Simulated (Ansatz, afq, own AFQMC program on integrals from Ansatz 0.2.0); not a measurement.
SiH$_{3}$⁻, singlet in 6-31++G**, levels against CCSDT(Q)

```xyz
4

Si   -0.0173    0.0000   -0.0914
H     1.8224   -0.0003    1.0744
H    -0.6697    1.1304    0.7356
H    -0.6701   -1.1302    0.7356
```

Basis 6-31++G**. Noble-gas cores (and the filled d shells of Ga–Kr and In–Xe) are frozen. Integrals, coupled cluster, full CI and functionals: Ansatz 0.2.0; the random walks run on the same integrals in our own AFQMC program. The CISD trial takes its coefficients from CCSD amplitudes. Released means that phaseless walkers are propagated on without the constraint, phases kept. Uncertainties: one standard error, sampling alone.

Determinant: RHF, the one that the program's search chose, which needn't be the lowest solution. The geometry is a point of a scan.

No full CI on the walks' own integrals is used here; CCSDT(Q) serves as the reference and is uncertain by about the last step of the cluster series.

Cautions: higher spins were not checked; raised T1 diagnostic (T1 0.021, weight of the determinant 0.89, largest double 0.06); the released energies are still falling, so no released level is given (meV from the phaseless value at times in 1/Eh: 3 ± 8 at 0.24, -4 ± 8 at 0.51, 4 ± 6 at 0.99, -14 ± 7 at 1.62, -19 ± 9 at 2.40), though the last usable value meets CCSDT(Q) within the noise.

- T1 diagnostic: 0.0208
- weight of the determinant in the CISD state: 0.895
- size of the correlated space: 8 electrons in 36 orbitals

Reference: CCSDT(Q), correlation energy -3.858 eV.

```csv
level,E − E(reference) (mEh),share of correlation (%)
HF,141.78,0.00
MP2,33.98,76.03
CCSD,4.63,96.73
CCSD(T),0.94,99.33
CCSDT,0.09,99.93
ph-AFQMC/CISD,0.59 ± 0.31,99.58
```

A walk keeps the symmetry of its determinant, which the program's search chose and which needn't be the lowest solution, so a lower state of the same spin and another symmetry isn't excluded.
